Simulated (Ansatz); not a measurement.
Zinc-blende HgTe was calculated with PBE-D3(BJ) (Ansatz, a program for electronic structure, plane waves, PAW).

Settings: plane-wave cutoff 520 eV, 10×10×10 k mesh, Fermi–Dirac smearing 0.01 eV, scalar-relativistic PAW data made under PBE.

Results at a series of volumes:

```
V (Å³/atom)  E − E_lowest (meV/atom)
-----------  -----------------------
32.949                         17.84
33.650                          7.59
34.351                          1.82
35.052                          0.00
35.753                          1.67
36.454                          6.44
37.155                         13.92
```

### Question
What bulk modulus B0 and pressure derivative B′ does a third-order Birch–Murnaghan fit give?

### Answer
V0 = 35.052 Å³/atom, B0 = 39.9 GPa, B′ = 5.2 (fit to the energies at full precision).

Measured, for comparison: bulk modulus 42.3 GPa (temperature not stated, no zero-point or thermal correction; as tabulated in Toher et al. (2017), arXiv:1611.05714); equilibrium volume per atom 33.70 Å³/atom (room temperature, no zero-point or thermal correction; as tabulated in Cava et al. (2013), arXiv:1302.1059). Computed (rounded) less measured: bulk modulus -6 %, equilibrium volume per atom +4.0 %.

Spin–orbit coupling is not included; it can open a gap where bands touch, and shift volumes and moduli.

Static lattice: no zero-point or thermal effects.

It cost about 60 core-seconds (a rough figure) of CPU time.
